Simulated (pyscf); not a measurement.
## Four-centre exchange: `[OH][BH][OH]` + `[FH]` → `[OH2]` + `[OH][BH][F]`

Gas phase, singlet surface, charge 0. Bonds broken: O1–B2, F7–H8. Bonds formed: O1–H8, B2–F7. Single points on ωB97X-D3(BJ)/def2-SVP structures (PySCF, gas phase). MP2 and CC: frozen core, UHF for open shells. ΔMP2 is the change of the MP2 total energy from the triple- to the quadruple-zeta basis.

Transition state (Å):

```xyz
8

O     -0.8936     0.8474     0.7620
B     -0.3068    -0.3308    -0.0422
O      0.8919    -0.8078     0.4006
H     -1.2791     1.5139     0.1795
H     -0.5144    -0.2823    -1.2298
H      1.0293    -0.6764     1.3451
F     -1.6048    -1.1844     0.6588
H     -1.6492    -0.0788     0.9802
```

One imaginary mode, 985i cm⁻¹; descent along it reached the two sides named, in the forms told below.

```csv
bond,change,reactant side (Å),saddle,product side
O1–B2,breaks,1.391,1.542,2.266
F7–H8,breaks,0.944,1.152,2.460
O1–H8,forms,1.694,1.215,0.966
B2–F7,forms,3.1,1.704,1.355
```

Electronic energies relative to the separated reactants (eV):

| level | barrier | reaction energy | reverse barrier |
|---|---|---|---|
| ωB97X-D3(BJ)/def2-TZVP | 0.76 | -0.16 | 0.92 |
| PBE/def2-TZVP | 0.58 | -0.16 | 0.74 |
| r²SCAN/def2-TZVP | 0.61 | -0.17 | 0.78 |
| B3LYP-D3(BJ)/def2-TZVP | 0.78 | -0.17 | 0.96 |
| PBE0-D3(BJ)/def2-TZVP | 0.67 | -0.14 | 0.81 |
| M06-2X/def2-TZVP | 0.72 | -0.15 | 0.87 |
| ωB97M-D3(BJ)/def2-TZVP | 0.74 | -0.16 | 0.91 |
| HF/def2-TZVP | 1.41 | -0.22 | 1.63 |
| MP2/def2-QZVPP | 0.83 | -0.13 | 0.96 |
| CCSD/def2-TZVPP | 0.93 | -0.16 | 1.09 |
| CCSD(T)/def2-TZVPP | 0.83 | -0.15 | 0.98 |
| CCSD(T)/def2-TZVPP + ΔMP2(QZVPP) | 0.87 | -0.15 | 1.02 |

With CCSD(T)/def2-TZVPP + ΔMP2(QZVPP) energies and thermal terms (ideal gas, 1 atm, RRHO with modes under 100 cm⁻¹ raised to 100, one conformer, R ln 2 for rigid chiral ones), in eV:

```json
[
 {"T (K)": "298", "ΔH‡": "0.82", "ΔG‡": "1.25", "ΔH": "-0.15", "ΔG": "-0.19"},
 {"T (K)": "600", "ΔH‡": "0.80", "ΔG‡": "1.70", "ΔH": "-0.17", "ΔG": "-0.23"},
 {"T (K)": "900", "ΔH‡": "0.81", "ΔG‡": "2.14", "ΔH": "-0.18", "ΔG": "-0.25"},
 {"T (K)": "1200", "ΔH‡": "0.83", "ΔG‡": "2.58", "ΔH": "-0.20", "ΔG": "-0.27"}
]
```

On the reactant side the descent ends in a bound adduct, 0.42 eV under the separated species and 1.17 eV under the saddle at ωB97X-D3(BJ)/def2-TZVP. The products may also form a dative adduct at HO–BH–F; it and routes through it were not searched. One saddle was located; it need not be the lowest between these sides. The CCSD(T) − MP2 part came from Ansatz, without density fitting, on the same reference.
